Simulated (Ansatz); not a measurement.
## Molecular dynamics of CH$_{8}$OSi

input.yaml

```yaml
crystal:
  periodic: [false, false, false]
  atoms:
    - { symbol: Si, position_ang: [-0.716427, 0.6817, -0.985663] }
    - { symbol: H, position_ang: [0.809521, 0.316622, -1.810559] }
    - { symbol: H, position_ang: [-1.479351, 0.135585, -2.141788] }
    - { symbol: H, position_ang: [-1.738878, 0.644596, 0.128407] }
    - { symbol: H, position_ang: [-0.41444, 2.136289, -1.099594] }
    - { symbol: H, position_ang: [1.049686, -0.240393, -0.841574] }
    - { symbol: O, position_ang: [0.375196, -0.412865, 0.039078] }
    - { symbol: C, position_ang: [0.510725, -0.750911, 1.412321] }
    - { symbol: H, position_ang: [0.702168, -1.828386, 1.511331] }
    - { symbol: H, position_ang: [1.333022, -0.1819, 1.870085] }
    - { symbol: H, position_ang: [-0.43132, -0.500436, 1.918058] }
basis:
  gaussian: { orbitals: def2-SVP }
hamiltonian:
  xc: cam_b3lyp
md:
  timestep: 0.5
  n_steps: 200
  ensemble: nve
  temperature: 100.0
  initial_velocities: maxwell_boltzmann
  seed: 6255
```

Launched with:

```bash
$ ansatz run input.yaml --threads 2 --pin off --max-ram 3072MiB --backend cpu --events-out ev --progress --plain --runs-dir out
```

It starts at the highest image of a converged band. Of that band: The profile has 3 maxima (images 1, 4, 6) with wells between them (images 2, 5): this band takes more than one step, which may be the mechanism or a detour left from its start path. Neighbouring images differ by up to 2.1 eV, so the band resolves the path poorly. A vibrational analysis at the climbing image gives one clearly imaginary mode, 1327i cm⁻¹: a first-order saddle point.

Output, in part (one step line in 7, the closing report, with atoms numbered from 0):

```
md step     0: t =     0.00 fs  T =   100.0 K  F+E_penalty+E_count = -11083.42350080 eV  E_kin = 0.116334 eV  conserved = -11083.30716680 eV  (22 SCF iters)
md step     7: t =     3.50 fs  T =    51.5 K  F+E_penalty+E_count = -11083.36634605 eV  E_kin = 0.059956 eV  conserved = -11083.30639013 eV  (23 SCF iters)
md step    14: t =     7.00 fs  T =   110.9 K  F+E_penalty+E_count = -11083.43569141 eV  E_kin = 0.129003 eV  conserved = -11083.30668843 eV  (25 SCF iters)
md step    21: t =    10.50 fs  T =   286.8 K  F+E_penalty+E_count = -11083.64018823 eV  E_kin = 0.333649 eV  conserved = -11083.30653898 eV  (24 SCF iters)
md step    28: t =    14.00 fs  T =   654.2 K  F+E_penalty+E_count = -11084.06734221 eV  E_kin = 0.761062 eV  conserved = -11083.30628054 eV  (25 SCF iters)
md step    35: t =    17.50 fs  T =  1118.5 K  F+E_penalty+E_count = -11084.60791981 eV  E_kin = 1.301149 eV  conserved = -11083.30677034 eV  (24 SCF iters)
md step    42: t =    21.00 fs  T =  1498.5 K  F+E_penalty+E_count = -11085.05098397 eV  E_kin = 1.743247 eV  conserved = -11083.30773737 eV  (24 SCF iters)
md step    49: t =    24.50 fs  T =  1619.5 K  F+E_penalty+E_count = -11085.19144948 eV  E_kin = 1.884025 eV  conserved = -11083.30742424 eV  (25 SCF iters)
md step    56: t =    28.00 fs  T =  1552.2 K  F+E_penalty+E_count = -11085.11421201 eV  E_kin = 1.805734 eV  conserved = -11083.30847780 eV  (25 SCF iters)
md step    63: t =    31.50 fs  T =  1342.7 K  F+E_penalty+E_count = -11084.86976585 eV  E_kin = 1.562001 eV  conserved = -11083.30776481 eV  (24 SCF iters)
md step    70: t =    35.00 fs  T =  1240.3 K  F+E_penalty+E_count = -11084.75072258 eV  E_kin = 1.442887 eV  conserved = -11083.30783604 eV  (24 SCF iters)
md step    77: t =    38.50 fs  T =  1264.1 K  F+E_penalty+E_count = -11084.77846454 eV  E_kin = 1.470529 eV  conserved = -11083.30793534 eV  (25 SCF iters)
md step    84: t =    42.00 fs  T =  1465.3 K  F+E_penalty+E_count = -11085.01187707 eV  E_kin = 1.704643 eV  conserved = -11083.30723449 eV  (25 SCF iters)
md step    91: t =    45.50 fs  T =  1687.6 K  F+E_penalty+E_count = -11085.27111757 eV  E_kin = 1.963215 eV  conserved = -11083.30790249 eV  (25 SCF iters)
md step    98: t =    49.00 fs  T =  1590.1 K  F+E_penalty+E_count = -11085.15667145 eV  E_kin = 1.849799 eV  conserved = -11083.30687251 eV  (24 SCF iters)
md step   105: t =    52.50 fs  T =  1362.0 K  F+E_penalty+E_count = -11084.89058551 eV  E_kin = 1.584426 eV  conserved = -11083.30615995 eV  (25 SCF iters)
md step   112: t =    56.00 fs  T =  1156.1 K  F+E_penalty+E_count = -11084.65099318 eV  E_kin = 1.344901 eV  conserved = -11083.30609175 eV  (23 SCF iters)
md step   119: t =    59.50 fs  T =  1145.1 K  F+E_penalty+E_count = -11084.63840501 eV  E_kin = 1.332142 eV  conserved = -11083.30626278 eV  (25 SCF iters)
md step   126: t =    63.00 fs  T =  1289.2 K  F+E_penalty+E_count = -11084.80610941 eV  E_kin = 1.499792 eV  conserved = -11083.30631783 eV  (25 SCF iters)
md step   133: t =    66.50 fs  T =  1554.6 K  F+E_penalty+E_count = -11085.11653512 eV  E_kin = 1.808538 eV  conserved = -11083.30799761 eV  (24 SCF iters)
md step   140: t =    70.00 fs  T =  1599.7 K  F+E_penalty+E_count = -11085.16838061 eV  E_kin = 1.860979 eV  conserved = -11083.30740143 eV  (25 SCF iters)
md step   147: t =    73.50 fs  T =  1609.7 K  F+E_penalty+E_count = -11085.18094399 eV  E_kin = 1.872575 eV  conserved = -11083.30836894 eV  (24 SCF iters)
md step   154: t =    77.00 fs  T =  1450.2 K  F+E_penalty+E_count = -11084.99550563 eV  E_kin = 1.687081 eV  conserved = -11083.30842482 eV  (24 SCF iters)
md step   161: t =    80.50 fs  T =  1175.6 K  F+E_penalty+E_count = -11084.67498361 eV  E_kin = 1.367666 eV  conserved = -11083.30731770 eV  (25 SCF iters)
md step   168: t =    84.00 fs  T =  1221.0 K  F+E_penalty+E_count = -11084.72794412 eV  E_kin = 1.420385 eV  conserved = -11083.30755930 eV  (25 SCF iters)
md step   175: t =    87.50 fs  T =  1530.2 K  F+E_penalty+E_count = -11085.08781309 eV  E_kin = 1.780169 eV  conserved = -11083.30764456 eV  (25 SCF iters)
md step   182: t =    91.00 fs  T =  1642.0 K  F+E_penalty+E_count = -11085.21751445 eV  E_kin = 1.910212 eV  conserved = -11083.30730249 eV  (24 SCF iters)
md step   189: t =    94.50 fs  T =  1531.0 K  F+E_penalty+E_count = -11085.08778506 eV  E_kin = 1.781082 eV  conserved = -11083.30670300 eV  (25 SCF iters)
md step   196: t =    98.00 fs  T =  1363.4 K  F+E_penalty+E_count = -11084.89226567 eV  E_kin = 1.586042 eV  conserved = -11083.30622403 eV  (25 SCF iters)
md step   200: t =   100.00 fs  T =  1297.5 K  F+E_penalty+E_count = -11084.81722145 eV  E_kin = 1.509441 eV  conserved = -11083.30778031 eV  (24 SCF iters)
Total energy: -11084.81738842 eV, -407.3595254654 hartree
Atom 0 at    -0.906075     0.557285    -0.669045 Å, force     1.065447    -1.679211     1.512964 eV/Å
Atom 1 at     6.257527     1.246556    -9.045823 Å, force     0.011232    -0.325172     0.289737 eV/Å
Atom 2 at    -1.497623    -0.047205    -1.964712 Å, force     0.598715    -0.173022     0.971563 eV/Å
Atom 3 at    -1.885939     0.534432     0.466317 Å, force    -0.334290     0.315447    -0.506319 eV/Å
Atom 4 at    -0.570489     1.915096    -1.134688 Å, force     0.386933     0.205151     0.258508 eV/Å
Atom 5 at     6.277404     0.667705    -8.529771 Å, force    -0.011248     0.325178    -0.289728 eV/Å
Atom 6 at     0.407832    -0.281360     0.242074 Å, force    -1.598002     0.857432    -1.445154 eV/Å
Atom 7 at     0.153325    -0.740079     1.568738 Å, force     0.029226     0.517946    -0.291255 eV/Å
Atom 8 at    -0.673493    -1.474939     1.610011 Å, force     0.059542     0.072273     0.005399 eV/Å
Atom 9 at     1.056900    -1.232751     2.000557 Å, force    -0.266750     0.293607    -0.454643 eV/Å
Atom 10 at    -0.109213     0.123221     2.225053 Å, force     0.059194    -0.409630    -0.051072 eV/Å
Dipole moment:    -0.200043     0.028605     0.089575 e Å
```

All steps were run. The conserved energy stayed within 0.16 meV per atom of its start (net change -0.056 meV per atom), so the integration is sound. The kinetic energy rose, since the run started high on the potential surface and went downhill. It ends in pieces (CH6OSi + H2), so much of that is their flight and rotation, not heat. A run of 0.1 ps of so small a system gives no equilibrium averages. The orbitals stay closed-shell, which can raise the energy where a bond breaks towards radicals; this wasn't checked here.

Between its relaxed ends the band would form Si1–O7, H2–H6 and break Si1–H2, H6–O7. These pairs go: Si1–O7 1.85 → 1.81 Å, H2–H6 1.14 → 0.78 Å, Si1–H2 1.77 → 11.04 Å, H6–O7 1.12 → 10.60 Å. In the last frame they stand as after the step (other bonds may differ from the relaxed reactants and products). It ends as CH6OSi + H2. Pairs count as bonded within 1.25 times the sum of covalent radii (0.12 Å more for H–H).

Last frame:

```xyz
11
Properties=species:S:1:pos:R:3
Si -0.906 0.557 -0.669
H 6.258 1.247 -9.046
H -1.498 -0.047 -1.965
H -1.886 0.534 0.466
H -0.571 1.915 -1.135
H 6.277 0.668 -8.530
O 0.408 -0.281 0.242
C 0.153 -0.740 1.569
H -0.673 -1.475 1.610
H 1.057 -1.233 2.001
H -0.109 0.123 2.225
```

Time of the run: 4 min on 2 threads of Intel(R) Xeon(R) Platinum 8488C (Sapphire Rapids), with other jobs on the host, peak memory 0.2 GiB.
